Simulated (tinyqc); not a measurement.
Inside a calculation. Method: extended Hueckel theory, for CO. One step of it, computed by the program tinyqc.

Question. Mulliken analysis. P = C n C^T; charge = valence electrons (O 6, C 4) minus the sum of (P S)_ii on the atom; overlap population = 2 sum P_ij S_ij between two atoms.

coefficients:
```
,MO1,MO2,MO3,MO4,MO5,MO6,MO7,MO8
1C 2s,0.348438,0.619290,0.000000,0.000000,0.431031,0.000000,0.000000,-0.993655
1C 2px,0.000000,0.000000,0.293567,0.310530,0.000000,0.595419,0.725304,0.000000
1C 2py,0.000000,0.000000,0.310530,-0.293567,0.000000,0.725304,-0.595419,0.000000
1C 2pz,0.153758,-0.367170,0.000000,0.000000,-0.554360,0.000000,0.000000,-1.163824
2O 2s,0.735800,-0.304565,0.000000,0.000000,0.103580,0.000000,0.000000,1.169122
2O 2px,0.000000,0.000000,0.553633,0.585623,0.000000,-0.408129,-0.497159,0.000000
2O 2py,0.000000,0.000000,0.585623,-0.553633,0.000000,-0.497159,0.408129,0.000000
2O 2pz,0.022297,-0.574548,0.000000,0.000000,0.691594,0.000000,0.000000,-0.823215
```

occupations: 2.000000  2.000000  2.000000  2.000000  2.000000  0.000000  0.000000  0.000000

overlap S:
```
,1C 2s,1C 2px,1C 2py,1C 2pz,2O 2s,2O 2px,2O 2py,2O 2pz
1C 2s,1.000000,0.000000,0.000000,0.000000,0.408836,0.000000,0.000000,-0.324303
1C 2px,0.000000,1.000000,0.000000,0.000000,0.000000,0.243809,0.000000,0.000000
1C 2py,0.000000,0.000000,1.000000,0.000000,0.000000,0.000000,0.243809,0.000000
1C 2pz,0.000000,0.000000,0.000000,1.000000,0.488428,0.000000,0.000000,-0.300997
2O 2s,0.408836,0.000000,0.000000,0.488428,1.000000,0.000000,0.000000,0.000000
2O 2px,0.000000,0.243809,0.000000,0.000000,0.000000,1.000000,0.000000,0.000000
2O 2py,0.000000,0.000000,0.243809,0.000000,0.000000,0.000000,1.000000,0.000000
2O 2pz,-0.324303,0.000000,0.000000,-0.300997,0.000000,0.000000,0.000000,1.000000
```

Give: charges; Overlap populations.

Answer.

charges: 1C 0.2310, 2O -0.2310

Overlap populations:
```
pair,value
2-1,1.451140
```
